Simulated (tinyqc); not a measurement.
Inside a calculation. Method: ROHF in the sto-3g basis, for LiH+, spin multiplicity 2. One step of it, computed by the program tinyqc.

Task: Iteration 1: building the Fock matrix. J_ij = sum D_kl (ij|kl) with D = D(alpha) + D(beta), K_ij = sum D_kl (ik|jl) for each spin; F = H + J - K(s); E = tr D H + tr D J / 2 - 0.5 sum_s tr D(s) K(s) + E_nn.

D(alpha) at the start:
```
            1Li 1s     1Li 2s    1Li 2px    1Li 2py    1Li 2pz      2H 1s
1Li 1s    0.362680  -0.337302   0.231972   0.226861   0.267580  -0.030815
1Li 2s   -0.337302   0.326599  -0.191594  -0.280112  -0.194680   0.072597
1Li 2px   0.231972  -0.191594   0.193571   0.015706   0.272561   0.062541
1Li 2py   0.226861  -0.280112   0.015706   0.512328  -0.122948  -0.254733
1Li 2pz   0.267580  -0.194680   0.272561  -0.122948   0.424962   0.161809
2H 1s    -0.030815   0.072597   0.062541  -0.254733   0.161809   0.152286
```

D(beta) at the start:
```
            1Li 1s     1Li 2s    1Li 2px    1Li 2py    1Li 2pz      2H 1s
1Li 1s    0.289716  -0.296863   0.133976   0.328157   0.098586  -0.118015
1Li 2s   -0.296863   0.304187  -0.137282  -0.336253  -0.101018   0.120926
1Li 2px   0.133976  -0.137282   0.061956   0.151753   0.045590  -0.054575
1Li 2py   0.328157  -0.336253   0.151753   0.371699   0.111667  -0.133673
1Li 2pz   0.098586  -0.101018   0.045590   0.111667   0.033547  -0.040158
2H 1s    -0.118015   0.120926  -0.054575  -0.133673  -0.040158   0.048073
```

core Hamiltonian H = T + V (hartree):
```
            1Li 1s     1Li 2s    1Li 2px    1Li 2py    1Li 2pz      2H 1s
1Li 1s   -4.686083  -1.052096   0.000000   0.000000  -0.011542  -0.159079
1Li 2s   -1.052096  -1.365216   0.000000   0.000000  -0.105375  -0.528627
1Li 2px   0.000000   0.000000  -1.110400   0.000000   0.000000   0.000000
1Li 2py   0.000000   0.000000   0.000000  -1.110400   0.000000   0.000000
1Li 2pz  -0.011542  -0.105375   0.000000   0.000000  -1.193519  -0.688683
2H 1s    -0.159079  -0.528627   0.000000   0.000000  -0.688683  -1.305990
```

Two-electron integrals (ij|kl) in chemists' order, unique and non-zero (hartree):
```
(11|11) 1.680395   (21|11) 0.265420   (21|21) 0.049941   (22|11) 0.397727
(22|21) 0.092860   (22|22) 0.290562   (31|31) 0.008981   (32|31) 0.013788
(32|32) 0.064184   (33|11) 0.396640   (33|21) 0.092880   (33|22) 0.290497
(33|33) 0.312946   (41|41) 0.008981   (42|41) 0.013788   (42|42) 0.064184
(43|43) 0.016869   (44|11) 0.396640   (44|21) 0.092880   (44|22) 0.290497
(44|33) 0.279207   (44|44) 0.312946   (51|51) 0.008981   (52|51) 0.013788
(52|52) 0.064184   (53|53) 0.016869   (54|54) 0.016869   (55|11) 0.396640
(55|21) 0.092880   (55|22) 0.290497   (55|33) 0.279207   (55|44) 0.279207
(55|55) 0.312946   (61|11) 0.037582   (61|21) 0.007121   (61|22) 0.013540
(61|33) 0.013383   (61|44) 0.013383   (61|51) 0.000869   (61|52) 0.001695
(61|55) 0.013861   (61|61) 0.001115   (62|11) 0.109822   (62|21) 0.026053
(62|22) 0.089022   (62|33) 0.084119   (62|44) 0.084119   (62|51) 0.004149
(62|52) 0.027353   (62|55) 0.098743   (62|61) 0.004469   (62|62) 0.048737
(63|31) 0.001844   (63|32) 0.009175   (63|53) 0.003965   (63|63) 0.003053
(64|41) 0.001844   (64|42) 0.009175   (64|54) 0.003965   (64|64) 0.003053
(65|11) 0.142725   (65|21) 0.034149   (65|22) 0.120585   (65|33) 0.112305
(65|44) 0.112305   (65|51) 0.006400   (65|52) 0.042039   (65|55) 0.137023
(65|61) 0.006038   (65|62) 0.071619   (65|65) 0.106284   (66|11) 0.279699
(66|21) 0.067343   (66|22) 0.254231   (66|33) 0.232025   (66|44) 0.232025
(66|51) 0.011313   (66|52) 0.094998   (66|55) 0.298500   (66|61) 0.011867
(66|62) 0.177990   (66|65) 0.270354   (66|66) 0.774606
```

nuclear repulsion = 0.83996383 hartree

Give: Coulomb J; exchange K(alpha); exchange K(beta); F(alpha); F(beta); total energy of this density.

Result:

Coulomb J (hartree):
```
          1Li 1s   1Li 2s  1Li 2px  1Li 2py  1Li 2pz    2H 1s
1Li 1s    1.7665   0.3466  -0.0025  -0.0085   0.0036   0.0505
1Li 2s    0.3466   0.8999  -0.0320  -0.0709   0.0115   0.2934
1Li 2px  -0.0025  -0.0320   0.8814   0.0056   0.0108  -0.0021
1Li 2py  -0.0085  -0.0709   0.0056   0.9026  -0.0035  -0.0117
1Li 2pz   0.0036   0.0115   0.0108  -0.0035   0.9131   0.4024
2H 1s     0.0505   0.2934  -0.0021  -0.0117   0.4024   0.8971
```

exchange K(alpha) (hartree):
```
          1Li 1s   1Li 2s  1Li 2px  1Li 2py  1Li 2pz    2H 1s
1Li 1s    0.4560  -0.0079   0.0746   0.0583   0.0901   0.0189
1Li 2s   -0.0079   0.1505  -0.0374  -0.0989   0.0027   0.0973
1Li 2px   0.0746  -0.0374   0.0943   0.0047   0.0880   0.0321
1Li 2py   0.0583  -0.0989   0.0047   0.1886  -0.0660  -0.0969
1Li 2pz   0.0901   0.0027   0.0880  -0.0660   0.2261   0.1646
2H 1s     0.0189   0.0973   0.0321  -0.0969   0.1646   0.2665
```

exchange K(beta) (hartree):
```
          1Li 1s   1Li 2s  1Li 2px  1Li 2py  1Li 2pz    2H 1s
1Li 1s    0.3415  -0.0303   0.0389   0.0952   0.0161  -0.0292
1Li 2s   -0.0303   0.0932  -0.0395  -0.0967  -0.0142   0.0414
1Li 2px   0.0389  -0.0395   0.0418   0.0449   0.0072  -0.0183
1Li 2py   0.0952  -0.0967   0.0449   0.1335   0.0175  -0.0448
1Li 2pz   0.0161  -0.0142   0.0072   0.0175   0.0345   0.0158
2H 1s    -0.0292   0.0414  -0.0183  -0.0448   0.0158   0.0599
```

F(alpha) (hartree):
```
          1Li 1s   1Li 2s  1Li 2px  1Li 2py  1Li 2pz    2H 1s
1Li 1s   -3.3756  -0.6976  -0.0771  -0.0667  -0.0981  -0.1274
1Li 2s   -0.6976  -0.6158   0.0054   0.0280  -0.0966  -0.3325
1Li 2px  -0.0771   0.0054  -0.3233   0.0010  -0.0772  -0.0342
1Li 2py  -0.0667   0.0280   0.0010  -0.3964   0.0626   0.0851
1Li 2pz  -0.0981  -0.0966  -0.0772   0.0626  -0.5065  -0.4508
2H 1s    -0.1274  -0.3325  -0.0342   0.0851  -0.4508  -0.6754
```

F(beta) (hartree):
```
          1Li 1s   1Li 2s  1Li 2px  1Li 2py  1Li 2pz    2H 1s
1Li 1s   -3.2611  -0.6752  -0.0413  -0.1037  -0.0240  -0.0794
1Li 2s   -0.6752  -0.5585   0.0075   0.0258  -0.0797  -0.2766
1Li 2px  -0.0413   0.0075  -0.2708  -0.0393   0.0036   0.0162
1Li 2py  -0.1037   0.0258  -0.0393  -0.3413  -0.0210   0.0331
1Li 2pz  -0.0240  -0.0797   0.0036  -0.0210  -0.3149  -0.3020
2H 1s    -0.0794  -0.2766   0.0162   0.0331  -0.3020  -0.4687
```

total energy of this density = -3.103162 hartree
